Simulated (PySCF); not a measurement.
HF: a base run and its variants

Base input, run as `OMP_NUM_THREADS=1 python input.py` with PySCF 2.14:

```python
from pyscf import gto, dft, tdscf

mol = gto.M(
    atom='H 0 0 0; F 0 0 0.935',
    basis='def2-svp',
    charge=0,
    spin=0,
    verbose=4,
)
mf = dft.UKS(mol, xc='scan')
mf.kernel()
td = tdscf.TDDFT(mf)
td.nstates = 8
td.kernel()
td.analyze()
mf.dip_moment()
print('orbital energies (hartree):', [e[max(0, n-3):n+3].round(4) for e, n in zip(mf.mo_energy, mol.nelec)])
```

Base result: E(SCF) = -100.322482 Eh, 7 cycles, μz(SCF) = -1.88 D, first excitations without spin–orbit coupling 10.10, 10.10, 10.97, 10.97, 12.70 eV. The bond length is a typed value, not an optimised one. No search for the lowest solution was made.

It ran on Arm Neoverse V1 (1 thread, shared host) in 6.3 s, peak memory 0.18 GiB.

Each row names what differs from the base; energies in brackets are changes from the base.

```tsv
change	result	wall time (s)
PCM solvent, dielectric constant: none → 32.6; step after the SCF: tddft → analyze	E(SCF) = -100.330318 Eh (-0.2132 eV), 7 cycles, μz(SCF) = -2.09 D	1.7
functional: scan → b3lyp	E(SCF) = -100.353115 Eh, 7 cycles, μz(SCF) = -1.87 D, first excitations without spin–orbit coupling 8.98, 8.98, 9.67, 9.67, 12.05 eV	3.1
geometry: bond 0.935 → bond 1.169	E(SCF) = -100.284048 Eh (+1.0458 eV), 8 cycles, μz(SCF) = -2.21 D, first excitations without spin–orbit coupling 6.65, 6.65, 7.69, 7.69, 7.74 eV	6.7
cycle limit: 50 → 3 [unsound on purpose]	not converged: SCF after 3 cycles	6.8
functional: scan → mn15l	E(SCF) = -100.252843 Eh, 7 cycles, μz(SCF) = -1.91 D, first excitations without spin–orbit coupling 10.53, 10.53, 10.92, 10.92, 13.42 eV	6.7
basis set: def2-svp → aug-cc-pvdz	E(SCF) = -100.427197 Eh (-2.8495 eV), 8 cycles, μz(SCF) = -1.81 D, first excitations without spin–orbit coupling 9.30, 9.30, 9.74, 9.74, 12.57 eV	9.9
spin-free X2C: off → on [basis contracted without relativity]	E(SCF) = -100.403657 Eh, 7 cycles, μz(SCF) = -1.87 D, first excitations without spin–orbit coupling 10.06, 10.06, 10.94, 10.94, 12.68 eV	7.1
electric field along z (a.u.): none → 0.01	E(SCF) = -100.315301 Eh (+0.1954 eV), 7 cycles, μz(SCF) = -1.77 D, first excitations without spin–orbit coupling 9.62, 9.62, 10.49, 10.49, 12.28 eV	7.7
geometry: bond 0.935 → bond 1.047	E(SCF) = -100.309941 Eh (+0.3413 eV), 8 cycles, μz(SCF) = -2.05 D, first excitations without spin–orbit coupling 8.45, 8.45, 9.42, 9.42, 10.31 eV	7.2
basis set: def2-svp → jorge-dzp-dkh; spin-free X2C: off → on	E(SCF) = -100.521059 Eh, 7 cycles, μz(SCF) = -1.94 D, first excitations without spin–orbit coupling 10.18, 10.18, 11.04, 11.04, 12.79 eV	7.4
electric field along z (a.u.): none → 0.001	E(SCF) = -100.321744 Eh (+0.0201 eV), 7 cycles, μz(SCF) = -1.87 D, first excitations without spin–orbit coupling 10.05, 10.05, 10.93, 10.93, 12.66 eV	8
integration grid: default → 5	E(SCF) = -100.322801 Eh (-0.0087 eV), 7 cycles, μz(SCF) = -1.88 D, first excitations without spin–orbit coupling 10.09, 10.09, 10.98, 10.98, 12.75 eV	17
functional: scan → olyp	E(SCF) = -100.327434 Eh, 7 cycles, μz(SCF) = -1.79 D, first excitations without spin–orbit coupling 8.27, 8.27, 8.91, 8.91, 11.64 eV	2.8
PCM solvent, dielectric constant: none → 4.71; step after the SCF: tddft → analyze	E(SCF) = -100.328737 Eh (-0.1702 eV), 7 cycles, μz(SCF) = -2.05 D	1.9
basis set: def2-svp → def2-svpd	E(SCF) = -100.342174 Eh (-0.5358 eV), 8 cycles, μz(SCF) = -1.85 D, first excitations without spin–orbit coupling 9.91, 9.91, 10.58, 10.58, 12.46 eV	19
charge: 0 → -1; spin (2S): 0 → 1 [another spin of the ion may lie lower] [no diffuse functions for the anion]	E(SCF) = -100.174728 Eh (+4.0206 eV), 8 cycles, ⟨S²⟩ = 0.750, first excitations without spin–orbit coupling 10.19, 10.19, 13.55, 16.74, 23.76 eV	7.9
step after the SCF: tddft → polarizability	E(SCF) = -100.322482 Eh (+0.0000 eV), 7 cycles, μz(SCF) = -1.88 D, α(xx, yy, zz) = 1.7, 1.7, 4.4 bohr³	2.4
charge: 0 → 2 [an earlier cycle lay lower, so not the lowest solution of its kind] [another spin of the ion may lie lower] [spin-contaminated]	E(SCF) = -98.530683 Eh (+48.7573 eV), 13 cycles, ⟨S²⟩ = 1.003, first excitations without spin–orbit coupling 4.35, 4.35, 6.11, 23.41, 23.66 eV	7.7
point-group symmetry: off → on	E(SCF) = -100.322482 Eh (+0.0000 eV), 7 cycles, μz(SCF) = -1.88 D, first excitations without spin–orbit coupling 10.10, 10.10, 10.97, 10.97, 12.70 eV	6.4
spin (2S): 0 → 2 [a high spin state]	E(SCF) = -99.958109 Eh (+9.9151 eV), 11 cycles, ⟨S²⟩ = 2.002, μz(SCF) = 2.36 D, first excitations without spin–orbit coupling 1.13, 4.57, 14.12, 16.32, 19.11 eV	9.4
```

**Question.** Order these changes by how far they move the SCF energy from the base, largest first: (1) PCM solvent, dielectric constant: none → 32.6; step after the SCF: tddft → analyze; (2) electric field along z (a.u.): none → 0.01; (3) geometry: bond 0.935 → bond 1.047; (4) geometry: bond 0.935 → bond 1.169.

**Answer.** (4) +1.0458 eV, (3) +0.3413 eV, (1) -0.2132 eV, (2) +0.1954 eV.
